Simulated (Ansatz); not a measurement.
Cartesian coordinates (Å):
SMILES: CC#N
```xyz
6

C     -0.4848    -0.0411    -0.0410
C      0.9640     0.0818     0.0815
N      2.1138     0.1793     0.1787
H     -0.7422    -0.7295    -0.8601
H     -0.9157    -0.4308     0.8936
H     -0.9351     0.9404    -0.2527
```
Charge 0, multiplicity 1.

Method: frozen-core CCSD(T)/cc-pVTZ // B3LYP-D3(BJ)/def2-SVP in Ansatz (a first-principles code).

| Property | Value |
|---|---|
| HF energy | -131.97209 Ha |
| MP2 correlation energy | -0.51623 Ha |

Question: Estimate the CCSD correlation energy, the (T) correction, the total energy and the T1 diagnostic.

Answer: 
The CCSD correlation energy is -0.53030 Ha. The (T) correction comes out as -0.02519 Ha and the CCSD(T) total energy is -132.52757 Ha. The T1 diagnostic comes out as 0.013.
